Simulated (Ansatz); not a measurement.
bcc Ba was calculated with r²SCAN in Ansatz (plane waves, PAW).

Numerical settings: plane-wave cutoff 600 eV, 18×18×18 k mesh, Fermi–Dirac smearing 0.037 eV (set by the program), scalar-relativistic PAW data made under PBE.

Computed at the level's own relaxed cell.

```
Ba
1.0
   -2.53464     2.53464     2.53464
    2.53464    -2.53464     2.53464
    2.53464     2.53464    -2.53464
Ba
1
Cartesian
  0.00000   0.00000   0.00000
```

Problem. Give the elastic tensor (Voigt notation, GPa, ions relaxed, in the Cartesian axes of the cell as printed).

Solution. 
```
   12.9     6.4     6.4     0.0     0.0     0.0
    6.4    12.9     6.4     0.0     0.0     0.0
    6.4     6.4    12.9     0.0     0.0     0.0
    0.0     0.0     0.0     9.4     0.0     0.0
    0.0     0.0     0.0     0.0     9.4     0.0
    0.0     0.0     0.0     0.0     0.0     9.4
```

The computed numbers hold no vibrational or temperature effects.

Ansatz is a first-principles code.
